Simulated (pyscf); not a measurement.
Structures and frequencies: ωB97X-D3(BJ)/def2-SVP in PySCF.

Question: For the elementary gas-phase step `[O]=[Si]([Cl])[Cl]` + `[H][H]` → `[OH][SiH]([Cl])[Cl]` (singlet surface; H–H broken, H–O, H–Si formed), what barrier and reaction energy does ωB97M-D3(BJ)/def2-TZVP give, measured from the separated reactants?

Answer: ΔE‡ = 14.6 kcal/mol, ΔE = -53.1 kcal/mol. Zero-point energy shifts the barrier by +2.9 kcal/mol. It is an addition across a multiple bond or ene-type step, with an imaginary mode of 1290i cm⁻¹. At the saddle there is also a short H–Si contact that neither side keeps. One saddle was located; it need not be the lowest between these sides.
